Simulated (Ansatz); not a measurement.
in.yaml

```yaml
crystal:
  periodic: [false, false, false]
  atoms:
    - {symbol: P, position_ang: [0.000000, 0.065105, 2.244649]}
    - {symbol: Na, position_ang: [0.000000, -0.021149, -3.330227]}
    - {symbol: H, position_ang: [0.000000, 0.530949, 4.351136]}
    - {symbol: H, position_ang: [0.000000, -2.049222, 2.629359]}
basis:
  gaussian: {orbitals: 6-31G}
magnetization: {spin_polarized: true, initial_magnetization: 2}
hamiltonian: {xc: {name: PBE0}}
output: {orbitals: {seedname: orbitals}}
```

```sh
$ ansatz run in.yaml --threads 1 --pin off --events-out ev --progress --plain --max-ram 2393MiB
```

Output:

```
336 factors; integrals over basis functions are off by at most 2.6e-4 eV
mean field evaluation 1: about -13720.6394 eV, gradient 9.0e0 eV
mean field evaluation 2: about -13707.9997 eV, gradient 2.2e1 eV
mean field evaluation 4: about -13724.0994 eV, gradient 3.9e0 eV
mean field evaluation 8: about -13724.2935 eV, gradient 3.2e-1 eV
mean field evaluation 16: about -13724.3236 eV, gradient 8.6e-3 eV
mean field evaluation 32: about -13723.0642 eV, gradient 4.7e0 eV
mean field -13724.32358737 eV, -504.3595891554 hartree, gradient 4.4e-5 eV, S^2 2.192111; 4 other end points of the search recorded, 0 dependent functions left out
reference -13724.32362738 eV, -504.3595906254 hartree; 15, 13 occupied and 15, 17 virtual orbitals, 336 factors
Total energy: -13724.32362738 eV, -504.3595906254 hartree
```

Ran on 1 thread of AMD EPYC 9B45, shared host: 0.75 s wall, 0.18 GiB peak host memory.
